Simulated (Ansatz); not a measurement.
An input meant for MgCl₂ (charge 0, triplet; atoms displaced at random, 0.15 Å in each coordinate).

```yaml
crystal:
  periodic: [false, false, false]
  atoms:
    - {symbol: Mg, position_ang: [0.297000, 0.025530, -0.168998]}
    - {symbol: Cl, position_ang: [-0.087792, -0.072948, 2.276373]}
    - {symbol: Cl, position_ang: [0.265575, 0.080901, -2.195871]}
basis:
  gaussian: {orbitals: cc-pVTZ-PP}
magnetization: {spin_polarized: true, initial_magnetization: 2}
hamiltonian: {xc: {name: B97}}
scf: {lower_state_search: off}
output: {forces: true}
```

```sh
$ ansatz run in.yaml --threads 4 --pin off --events-out ev --progress --plain --max-ram 3916MiB
```

Predict how Ansatz answers.

The input was rejected before any iteration. The basis set is misnamed or doesn't suit the job.
```
Functional definition: B97
Error: [file] the basis set cc-pVTZ-PP has no functions for Mg
```
